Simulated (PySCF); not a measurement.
NMR data simulated for an unnamed compound:

1H NMR (300 MHz, computed): δ 3.24 (s, 4H), 2.40 (s, 6H).

13C{1H} NMR (computed): δ 52.3 (CH2), 48.0 (CH3).

Theoretical values (PySCF 2.14.0 with density-fitted response routines): PBE0/pcSseg-1 with gauge-including orbitals, GFN2-xTB geometry. No solvent, equivalent nuclei averaged, no relativistic terms, single conformer.

Scale: 1H (31.72 ppm) and 13C (186.93 ppm) vs TMS (reference shieldings calculated alike).

Which of these does the molecule contain: a non-aromatic C=C double bond, an N-methyl group, a methoxy group, an ester?

Answers


- A non-aromatic C=C double bond: no.
- An N-methyl group: yes (δC 48.0; δH 2.40 (s)).
- A methoxy group: no.
- An ester: no.

The data belong to SMILES N1(C)CCN1C, C₄H₁₀N₂; they needn't prove each group on their own.

Carbon signals by region: 1 at 50–100 ppm, 1 below 50 ppm.

Shifts are as computed. Against solution values, carbons near 30 ppm lie about +3 ppm off and those near 130 ppm about +5 ppm. Of 1211 compounds with measured shifts, 218 miss one by over three times the rms of a fit or turn the order of signals round; such compounds aren't used in these exercises. No couplings were computed; multiplicities are counted from neighbouring protons, with m where these are inequivalent, close in shift, in a saturated or five-membered ring or joined by F or P, and br s for small geminal =CH2 splittings.
